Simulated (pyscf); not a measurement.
Thermochemistry of product channels of F–C•(F)–F + H₂ on the doublet surface, in kcal/mol, from ωB97M-D3(BJ)/def2-TZVP energies (ideal gas, 1 atm, RRHO with modes under 100 cm⁻¹ raised to 100, one conformer, R ln 2 for rigid chiral ones). Single points on ωB97X-D3(BJ)/def2-SVP structures (PySCF, gas phase).

```tsv
products	ΔE	ΔH(298 K)	ΔG(298 K)	ΔG(600 K)
HF + F–CH•–F	-12.8	-9.1	-11.6	-13.8
HF + F–C:–F [singlet] + H•	+54.9	+52.4	+42.9	+33.0
```

These are energies of the channels, which say nothing of barriers.
